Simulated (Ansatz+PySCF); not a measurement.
singlet NaH2O(+): levels of theory in one basis

```json
{"atom": "Na", "x (Å)": "0.0000", "y (Å)": "0.0000", "z (Å)": "-1.1859"}
{"atom": "O", "x (Å)": "0.0000", "y (Å)": "0.0000", "z (Å)": "1.1764"}
{"atom": "H", "x (Å)": "0.0000", "y (Å)": "0.8248", "z (Å)": "1.8168"}
{"atom": "H", "x (Å)": "0.0000", "y (Å)": "-0.8248", "z (Å)": "1.8168"}
```

Basis set: def2-SVP (spherical functions). Correlated methods keep 2 orbitals frozen. Charge 1, multiplicity 1.

Computed with Ansatz (development build ahead of 0.2.0); each method stands on the lowest determinant of its kind that the runs found.

| method | E − E(RHF) (eV) | <S²> of the determinant |
| --- | --- | --- |
| RHF | 0.00 | 0.00 |
| RHF-MP2 | -5.70 | – |
| RHF-CCSD | -5.93 | – |

Question: What does RHF-CCSD(T) give on the same scale?

Answer: -6.02 eV.

Question: Is a single determinant a sound starting point here?

Answer: By this sign, yes. Unrestricted orbitals gain 0.00 eV and <S²> is 0.00 against 0.00 for a pure state.
